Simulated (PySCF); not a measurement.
# [NH2]− (SMILES [NH2-]) at 6 levels

Aim: a comparison of 6 runs (MP2/6-31G, CCSDT(Q)/6-31G, CCSDT/6-31G, QCISD(T)/6-31G, CISD/6-31G, CCSD(T)/6-31G) of [NH2]−. The job is set up through a Python script.

The results are computed with PySCF 2.14.0.

13 further runs of the same task are left out: 2 that didn't finish, 11 set aside as unsound or not needed.

## 1. The structure to begin with

The species is [NH2]− (3 atoms), meant as a singlet with charge -1. SMILES: `[NH2-]`. The N1–H3 distance was set to 1.541 Å, away from the relaxed value. At this shape a bond of the SMILES string is far longer than usual.

Bond lengths: N1–H2 1.027 Å. A long bond or contact: N1–H3 1.541 Å.

## 2. A single-point energy at MP2/6-31G (run 1)

File geometry.xyz:

```xyz
3

N      0.747142    -0.005404     0.415395
H      0.530442     0.998796     0.402695
H     -0.467700    -0.598200    -0.324700
```

File input.py:

```python
from pyscf import gto, mp

system = gto.Mole()
system.atom = 'geometry.xyz'
system.basis = '6-31g'
system.max_memory = 1860
system.spin = 0
system.verbose = 3
system.charge = -1
system.build()

calc0 = system.RHF()
calc0.conv_tol = 1e-10
calc0.kernel()
if not calc0.converged:
    calc0 = calc0.newton().run(calc0.mo_coeff, calc0.mo_occ)

pt = mp.MP2(calc0, frozen=1).run()
e_final = pt.e_tot
print('Final energy', e_final)
```

Command:

```
$ OMP_NUM_THREADS=1 python input.py
```

Standard output:

```text
converged SCF energy = -55.3955040912335
E(RMP2) = -55.5150095060746  E_corr = -0.119505414841125
E(SCS-RMP2) = -55.5177812399799  E_corr = -0.122277148746358
Final energy -55.515009506074634
```

It took 0.83 s on 1 thread of Arm Neoverse V1, shared host; peak memory 0.12 GiB.

## 3. The energy at CCSDT(Q)/6-31G (run 2)

File run.py:

```python
from pyscf import gto, scf, cc

mol = gto.M(
    atom='N 0.747142 -0.005404 0.415395; H 0.530442 0.998796 0.402695; H -0.467700 -0.598200 -0.324700',
    max_memory=1860,
    verbose=3,
    basis='6-31g',
    charge=-1,
)

hf = scf.RHF(mol)
hf.conv_tol = 1e-10
hf.kernel()
if not hf.converged:
    hf = hf.newton().run(hf.mo_coeff, hf.mo_occ)

mycc = cc.CCSDT(hf, frozen=1)
mycc.kernel()
e_bracket, e_q = mycc.ccsdt_q()
etot = mycc.e_tot + e_q
print(f'total energy: {etot:.8f} hartree')
```

Command:

```
$ OMP_NUM_THREADS=1 python run.py
```

Standard output:

```text
converged SCF energy = -55.3955040912335
_make_eris_incore_RCCSDT

WARN: A large `blksize` is being used, which may cause large memory consumption
      for storing contraction intermediates. If memory is sufficient, consider using
      `pyscf.cc.rccsdt_highm.RCCSDT` instead.

WARN: A large `blksize_oovv` is being used, which may cause large memory consumption
      for storing contraction intermediates. If memory is sufficient, consider using
      `pyscf.cc.rccsdt_highm.RCCSDT` instead.

WARN: A large `blksize_oooo` is being used, which may cause large memory consumption
      for storing contraction intermediates. If memory is sufficient, consider using
      `pyscf.cc.rccsdt_highm.RCCSDT` instead.

RCCSDT converged
E(RCCSDT) = -55.53676944180265   E_corr = -0.1412653505691428
E_corr(same-spin) = -0.0200120562642858
E_corr(oppo-spin) = -0.121253294304857
_make_eris_incore_RCCSDT
total energy: -55.53702578 hartree
```

Run time: 1 s. Hardware: 1 thread of Arm Neoverse V1, shared host; peak memory 0.1 GiB.

Runs 3 to 4 aren't shown in full; the table further down has their settings and results.

## 4. The energy at CISD/6-31G (run 5)

File calc.py:

```python
from pyscf import gto, ci

mol = gto.Mole()
mol.atom = '''
N      1.411894    -0.010212     0.784983
H      1.002390     1.887451     0.760983
H     -0.883825    -1.130434    -0.613594
'''
mol.max_memory = 1860
mol.verbose = 4
mol.spin = 0
mol.charge = -1
mol.unit = 'bohr'
mol.basis = '6-31g'
mol.build()

mf = mol.RHF()
mf.conv_tol = 1e-10
mf.kernel()
if not mf.converged:
    mf = mf.newton().run(mf.mo_coeff, mf.mo_occ)

cisd = ci.CISD(mf, frozen=1)
cisd.kernel()
e_final = cisd.e_tot
print('Final energy', e_final)
```

Command:

```
$ OMP_NUM_THREADS=1 python calc.py
```

Standard output:

```text
PySCF version 2.14.0

[INPUT] num. atoms = 3
[INPUT] num. electrons = 10
[INPUT] charge = -1
[INPUT] spin (= nelec alpha-beta = 2S) = 0
[INPUT] symmetry False subgroup None
[INPUT] Mole.unit = bohr
[INPUT] Symbol           X                Y                Z      unit          X                Y                Z       unit  Magmom
[INPUT]  1 N      0.747142129035  -0.005403957678   0.415395114560 AA    1.411894000000  -0.010212000000   0.784983000000 Bohr   0.0
[INPUT]  2 H      0.530441944454   0.998796055928   0.402694861498 AA    1.002390000000   1.887451000000   0.760983000000 Bohr   0.0
[INPUT]  3 H     -0.467700048441  -0.598199911249  -0.324699961557 AA   -0.883825000000  -1.130434000000  -0.613594000000 Bohr   0.0

[... 46 lines left out ...]
converged SCF energy = -55.3955040810391
[... 1 line left out ...]
******** <class 'pyscf.ci.cisd.RCISD'> ********
CISD nocc = 4, nmo = 12
frozen orbitals 1
max_cycle = 50
direct = 0
conv_tol = 1e-09
max_cycle = 50
max_space = 12
lindep = 0
nroots = 1
Init t2, MP2 energy = -0.119505417052606
RCISD converged
E(RCISD) = -55.5255330269196  E_corr = -0.1300289458805263
Final energy -55.525533026919604
```

Run time: 0.89 s. Hardware: 1 thread of Arm Neoverse V1, shared host; peak memory 0.12 GiB.

## 5. The energy at CCSD(T)/6-31G (run 6)

File job.py:

```python
from pyscf import gto, cc

mol = gto.M(
    atom=[
    ('N', (0.747142, -0.005404, 0.415395)),
    ('H', (0.530442, 0.998796, 0.402695)),
    ('H', (-0.467700, -0.598200, -0.324700)),
],
    charge=-1,
    max_memory=1860,
    verbose=4,
    basis='6-31g',
)

hf = mol.RHF()
hf.conv_tol = 1e-10
hf.kernel()
if not hf.converged:
    hf = hf.newton().run(hf.mo_coeff, hf.mo_occ)

mycc = cc.CCSD(hf, frozen=1)
mycc.kernel()
e_t = mycc.ccsd_t()
e_tot = mycc.e_tot + e_t
print('E = %.10f Eh' % e_tot)
```

Command:

```
$ OMP_NUM_THREADS=1 python job.py
```

Standard output:

```text
PySCF version 2.14.0

[INPUT] num. atoms = 3
[INPUT] num. electrons = 10
[INPUT] charge = -1
[INPUT] spin (= nelec alpha-beta = 2S) = 0
[INPUT] symmetry False subgroup None
[INPUT] Mole.unit = angstrom
[INPUT] Symbol           X                Y                Z      unit          X                Y                Z       unit  Magmom
[INPUT]  1 N      0.747142000000  -0.005404000000   0.415395000000 AA    1.411893756160  -0.010212079977   0.784982783514 Bohr   0.0
[INPUT]  2 H      0.530442000000   0.998796000000   0.402695000000 AA    1.002390104967   1.887450894311   0.760983261732 Bohr   0.0
[INPUT]  3 H     -0.467700000000  -0.598200000000  -0.324700000000 AA   -0.883824908459  -1.130434167715  -0.613594072646 Bohr   0.0

[... 46 lines left out ...]
converged SCF energy = -55.3955040912335
[... 12 lines left out ...]
Init t2, MP2 energy = -55.5150095069379  E_corr(MP2) -0.119505415704385
[... 11 lines left out ...]
CCSD converged
[... 2 lines left out ...]
E = -55.5365297988 Eh
```

Run time: 0.95 s. Hardware: 1 thread of Arm Neoverse V1, shared host; peak memory 0.12 GiB.

## 6. The series

| run | level | energy (Eh) | HOMO energy (eV) | LUMO energy (eV) | HOMO–LUMO gap (eV) | wall time |
| --- | --- | --- | --- | --- | --- | --- |
| 1 | MP2/6-31G | -55.515010 | -1.35 | 12.25 | 13.59 | 0.83 s |
| 2 | CCSDT(Q)/6-31G | -55.537026 | -1.35 | 12.25 | 13.59 | 1 s |
| 3 | CCSDT/6-31G | -55.536769 | -1.35 | 12.25 | 13.59 | 1.1 s |
| 4 | QCISD(T)/6-31G | -55.536643 | -1.35 | 12.25 | 13.59 | 0.8 s |
| 5 | CISD/6-31G | -55.525533 | -1.35 | 12.25 | 13.59 | 0.89 s |
| 6 | CCSD(T)/6-31G | -55.536530 | -1.35 | 12.25 | 13.59 | 0.95 s |

## 7. Results

| quantity | value |
| --- | --- |
| run 6: total energy | -55.53653 Eh |
| run 6: HOMO energy (Hartree–Fock orbitals) | -1.35 eV |
| run 6: LUMO energy (Hartree–Fock orbitals) | 12.25 eV |
| run 6: HOMO–LUMO gap (to an unbound level, set by the basis) | 13.59 eV |
| run 6: correlation energy (1 core orbital frozen) | -141.0 mEh |
| run 6: (T) correction | -3.68 mEh |
| run 6: T1 diagnostic | 0.022 |

All runs together took 5.6 s, the longest 1.1 s.
